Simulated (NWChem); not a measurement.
**C2H4N2 (SMILES N=C=CN): levels of theory compared**

We compute a comparison of 4 runs (HF/def2-SVP, BLYP/def2-SVP, PBE0/def2-SVP, B3LYP/pcseg-2) of C2H4N2. 

Program for the calculation: NWChem 7.3.0.

**1. Starting point**

C2H4N2 has 8 atoms, charge 0, and is taken as a singlet. As SMILES, `N=C=CN`. The shape is that of a PBE0-D4/def2-TZVP optimisation. This is one conformer, not always the lowest.

Bond lengths: N1–C2 1.227 Å, C2–C3 1.309 Å, C3–N4 1.418 Å, N1–H5 1.022 Å, C3–H6 1.084 Å, N4–H7 1.013 Å, N4–H8 1.011 Å. Angles: N1–C2–C3 175.8°, C2–C3–N4 125.5°, C2–N1–H5 114.4°, C2–C3–H6 117.7°, N4–C3–H6 116.5°, C3–N4–H7 111.1°, C3–N4–H8 111.8°, H7–N4–H8 108.2°.

**2. Energy and forces at HF/def2-SVP (run 1)**

File run.nw:

```
start run
title "C2H4N2"
memory stack 880 mb heap 220 mb global 1100 mb
geometry noautosym nocenter noautoz
 N    -0.901600    1.847800   -0.417500
 C    -0.177400    0.906900   -0.109500
 C     0.558300   -0.092300    0.307500
 N     0.262900   -1.466300    0.121900
 H    -0.790100    2.167300   -1.381900
 H     1.522400    0.139900    0.745700
 H     0.249700   -1.959800    1.006200
 H    -0.632100   -1.600600   -0.328200
end
basis spherical bse
 N library def2-SVP
 C library def2-SVP
 H library def2-SVP
end
scf
 singlet
 rhf
 thresh 1e-08
 maxiter 80
end
task scf gradient
```

Launch:

```
nwchem run.nw > run.out
```

Log:

```text
[...]
  functions       =    76
[...]
  wavefunction    = RHF
[...]
         Total SCF energy =   -186.749973643959
      One-electron energy =   -458.181388775318
      Two-electron energy =    167.470015858767
 Nuclear repulsion energy =    103.961399272591
        Time for solution =     10.7s
[...]
                         RHF ENERGY GRADIENTS
    atom               coordinates                        gradient
                 x          y          z           x          y          z
   1 N      -1.703777   3.491836  -0.788961   -0.008534   0.008338   0.005113
   2 C      -0.335237   1.713792  -0.206925    0.006661  -0.008911   0.000689
   3 C       1.055034  -0.174422   0.581091    0.001225  -0.002626   0.003920
   4 N       0.496809  -2.770905   0.230358    0.006693   0.003150  -0.003762
   5 H      -1.493073   4.095603  -2.611412   -0.000638   0.003803  -0.009315
   6 H       2.876919   0.264373   1.409169    0.001005  -0.000128   0.000358
   7 H       0.471865  -3.703485   1.901442    0.000418  -0.003744   0.006624
   8 H      -1.194496  -3.024695  -0.620208   -0.006830   0.000118  -0.003628
[...]
```

Wall time 15 s (1 thread of Intel Xeon Platinum 8259CL at 2.50GHz (Skylake/Cascade Lake), shared host); peak memory 0.1 GiB.

**3. Energy and forces at BLYP/def2-SVP (run 2)**

File c2h4n2.nw:

```
start c2h4n2
memory total 2200 mb
charge 0

geometry units atomic noautosym nocenter noautoz
N  -1.70377707  3.49183593 -0.78896066
C  -0.33523741  1.71379262 -0.20692501
C   1.05503410 -0.17442172  0.58109078
N   0.49680900 -2.77090542  0.23035761
H  -1.49307261  4.09560343 -2.61141253
H   2.87691905  0.26437268  1.40916877
H   0.47186461 -3.70348526  1.90144243
H  -1.19449588 -3.02469564 -0.62020811
end

basis spherical bse
* library def2-SVP
end

dft
xc becke88 lyp
grid xfine
convergence energy 1e-08
maxiter 100
mulliken
noprint "final vectors analysis"
end

task dft gradient
```

Launch:

```
nwchem c2h4n2.nw > c2h4n2.out
```

Log:

```text
[...]
          Wavefunction type:  closed shell.
          No. of atoms     :     8
          No. of electrons :    30
[...]
          Charge           :     0
          Spin multiplicity:     1
[...]
          AO basis - number of functions:    76
[...]
              XC Information
              --------------
                    Becke 1988 Exchange Functional  1.000
              Lee-Yang-Parr Correlation Functional  1.000
[...]
 d= 0,ls=0.0,diis     1   -187.7886114613 -2.92D+02  1.65D-02  5.00D-01     4.3
[...]
 d= 0,ls=0.0,diis    12   -187.8500722821 -1.53D-09  3.67D-07  6.46D-10    56.3
         Total DFT energy =     -187.850072282056
      One electron energy =     -458.921533516935
           Coulomb energy =      193.167453778606
    Exchange-Corr. energy =      -26.057384339055
 Nuclear repulsion energy =      103.961391795329
[...]
      Total Density - Mulliken Population Analysis
     ---------------------------------------------
    Atom       Charge   Shell Charges
 -----------   ------   -------------------------------------------------------
    1 N    7     6.95   1.99  1.05  0.35  2.38  1.15  0.03
    2 C    6     5.97   1.98  0.97  0.11  2.05  0.80  0.05
    3 C    6     6.31   1.98  0.89  0.30  2.15  0.93  0.05
    4 N    7     7.08   1.99  1.02  0.35  2.47  1.24  0.02
    5 H    1     0.89   0.72  0.12  0.04
    6 H    1     0.99   0.74  0.22  0.02
    7 H    1     0.90   0.73  0.13  0.05
    8 H    1     0.92   0.74  0.14  0.04
[...]
  wavefunction    = closed shell
                         DFT ENERGY GRADIENTS
    atom               coordinates                        gradient
                 x          y          z           x          y          z
   1 N      -1.703777   3.491836  -0.788961    0.019168  -0.019668  -0.004498
   2 C      -0.335237   1.713793  -0.206925   -0.002879   0.000356   0.000488
   3 C       1.055034  -0.174422   0.581091   -0.005892   0.012245  -0.004650
   4 N       0.496809  -2.770905   0.230358   -0.010694   0.003833   0.007137
   5 H      -1.493073   4.095603  -2.611413   -0.000245  -0.005353   0.013662
   6 H       2.876919   0.264373   1.409169   -0.011670  -0.001870  -0.005730
   7 H       0.471865  -3.703485   1.901442    0.000520   0.007767  -0.011639
   8 H      -1.194496  -3.024696  -0.620208    0.011692   0.002689   0.005230
[...]
```

It took 63 s on 1 thread of Intel Xeon Platinum 8259CL at 2.50GHz (Skylake/Cascade Lake), shared host; peak memory 0.14 GiB.

Run 3 isn't shown in full; the table further down has it.

**4. Energy and forces at B3LYP/pcseg-2 (run 4)**

File run.py:

```python
from ase import Atoms
from ase.calculators.nwchem import NWChem

system = Atoms(['N', 'C', 'C', 'N', 'H', 'H', 'H', 'H'], positions=[
    [-0.901600, 1.847800, -0.417500],
    [-0.177400, 0.906900, -0.109500],
    [0.558300, -0.092300, 0.307500],
    [0.262900, -1.466300, 0.121900],
    [-0.790100, 2.167300, -1.381900],
    [1.522400, 0.139900, 0.745700],
    [0.249700, -1.959800, 1.006200],
    [-0.632100, -1.600600, -0.328200],
])

calc = NWChem(
    label='a',
    theory='dft',
    memory='2200 mb',
    basis='pcseg-2',
    basispar='spherical bse',
    dft={'xc': 'b3lyp', 'mult': '1', 'grid': 'fine', 'convergence': 'energy 1e-08', 'iterations': '100', 'mulliken': None},
)
system.calc = calc

forces = system.get_forces()
e = system.get_potential_energy()
print(f"E = {e:.6f} eV")
print("forces (eV/A):")
for s, f in zip(system.symbols, forces):
    print(f"{s:2s} {f[0]:10.5f} {f[1]:10.5f} {f[2]:10.5f}")
print("dipole (e A):", system.get_dipole_moment().round(4))
```

Launch:

```
export ASE_NWCHEM_COMMAND="nwchem PREFIX.nwi > PREFIX.nwo"
python run.py
```

Log:

```text
E = -5119.566233 eV
forces (eV/A):
N    -0.05734    0.10392   -0.08783
C     0.06428   -0.08176    0.06068
C     0.16450    0.30586    0.05307
N    -0.10470   -0.24014    0.02659
H    -0.03682    0.04021    0.00391
H    -0.05415   -0.03466   -0.02247
H     0.00864   -0.04715   -0.02309
H     0.01558   -0.04633   -0.01085
dipole (e A): [ 0.0348 -0.1925 -0.0568]
```

The calculator wrote a.nwi:

```
title "a"

permanent_dir a

scratch_dir a

start a

geometry units angstrom nocenter noautosym noautoz
  N  -9.0159999999999996e-01 1.8478000000000001e+00 -4.1749999999999998e-01
  C  -1.7740000000000000e-01 9.0690000000000004e-01 -1.0950000000000000e-01
  C  5.5830000000000002e-01 -9.2299999999999993e-02 3.0750000000000000e-01
  N  2.6290000000000002e-01 -1.4662999999999999e+00 1.2189999999999999e-01
  H  -7.9010000000000002e-01 2.1673000000000000e+00 -1.3818999999999999e+00
  H  1.5224000000000000e+00 1.3990000000000000e-01 7.4570000000000003e-01
  H  2.4970000000000001e-01 -1.9598000000000000e+00 1.0062000000000000e+00
  H  -6.3210000000000000e-01 -1.6006000000000000e+00 -3.2819999999999999e-01
end

memory 2200 mb

basis spherical bse noprint
   * library pcseg-2
end

dft
  xc b3lyp
  mult 1
  grid fine
  convergence energy 1e-08
  iterations 100
  mulliken
end

task dft gradient
```

a.nwo:

```text
Northwest Computational Chemistry Package (NWChem) 7.3.0
             --------------------------------------------------------

           Job information
           ---------------

    nwchem branch   = 7.3.0
    use scalapack   = T
    input           = a.nwi
    prefix          = a.
    data base       = a/a.db
    status          = startup
    nproc           =        1

           Memory information
           ------------------

    heap     =     72089594 doubles =      550.0 Mbytes
    stack    =     72089599 doubles =      550.0 Mbytes
    global   =    144179200 doubles =     1100.0 Mbytes (distinct from heap & stack)
    total    =    288358393 doubles =     2200.0 Mbytes
    verify   = yes
    hardfail = no

[... 103 lines left out ...]
  convergence criterion.
[... 40 lines left out ...]
          Spatial weights used:  Erf1
[... 75 lines left out ...]
         Total DFT energy =     -188.140590431058
[... 3 lines left out ...]
 Nuclear repulsion energy =      103.961399272591
[... 1300 lines left out ...]
          Convergence on gradient requested:  5.00D-04
[... 27 lines left out ...]
          total energy or number of iterations.
[... 26 lines left out ...]
                         DFT ENERGY GRADIENTS

    atom               coordinates                        gradient
                 x          y          z           x          y          z
   1 N      -1.703777   3.491836  -0.788961    0.001115  -0.002021   0.001708
   2 C      -0.335237   1.713792  -0.206925   -0.001250   0.001590  -0.001180
   3 C       1.055034  -0.174422   0.581091   -0.003199  -0.005948  -0.001032
[... 4 lines of this table left out ...]
   8 H      -1.194496  -3.024695  -0.620208   -0.000303   0.000901   0.000211

                 ----------------------------------------
                 |  Time  |  1-e(secs)   |  2-e(secs)   |
                 ----------------------------------------
                 |  CPU   |       0.04   |      31.65   |
                 ----------------------------------------
                 |  WALL  |       0.04   |      31.65   |
                 ----------------------------------------

 Task  times  cpu:      158.9s     wall:      158.9s
 Total times  cpu:      159.0s     wall:      159.0s
```

Wall time 2.7 min (1 thread of Intel Xeon Platinum 8259CL at 2.50GHz (Skylake/Cascade Lake), shared host); peak memory 0.14 GiB.

**5. Overview of the runs**

| run | level | iteration cap | module | energy (Eh) | dipole moment (D) | largest force (eV/Å) | wall time |
| --- | --- | --- | --- | --- | --- | --- | --- |
| 1 | HF/def2-SVP | 80 | scf | -186.749974 | 0.99 | 0.667 | 15 s |
| 2 | BLYP/def2-SVP | 100 | dft | -187.850072 | 0.98 | 1.431 | 63 s |
| 3 | PBE0/def2-SVP | 100 | dft | -187.695731 | 0.96 | 0.702 | 64 s |
| 4 | B3LYP/pcseg-2 | 100 | dft | -188.140590 | 0.98 | 0.351 | 2.7 min |

**6. What came out**

| quantity | value |
| --- | --- |
| run 4: total energy | -188.14059 Eh |
| run 4: dipole moment | 0.98 D |
| run 4: HOMO energy | -5.66 eV |
| run 4: LUMO energy | -0.77 eV |
| run 4: HOMO–LUMO gap | 4.89 eV |
| run 4: largest force on an atom | 0.351 eV/Å |

The dipole moment (its size) runs from 0.96 D (PBE0/def2-SVP) to 0.99 D (HF/def2-SVP). Totals of different functionals can't be ranked against each other. All runs together took 5 min, the longest 2.7 min.
